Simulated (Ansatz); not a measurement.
Frontier orbitals of AlF$_{3}$ (`[F][Al]([F])[F]`).

The species carries charge 0 and has multiplicity 1. The structure was optimised at the PBE0-D4/def2-TZVP level. Basis def2-TZVPP, Ansatz 0.2.0.

```tsv
functional	HOMO (eV)	LUMO (eV)	gap (eV)
PBE	-9.62	-2.39	7.23
revPBE	-9.52	-2.22	7.30
B97M-V	-10.23	-2.22	8.01
PBE0	-11.72	-1.49	10.23
r2SCANh	-10.91	-1.58	9.33
LC-ωPBE	-14.60	0.73	15.33
ωB97M-V	-14.26	0.14	14.40
```

Against PBE, PBE0 changes HOMO and LUMO by −2.10 and +0.90 eV, ωB97M-V by −4.63 and +2.53 eV. A gap of 7.23 eV thus becomes 14.39 eV for the same molecule, so an orbital gap means little without its functional. A positive LUMO is unbound and depends on the basis.

LC-ωPBE has ω = 0.4 bohr⁻¹.
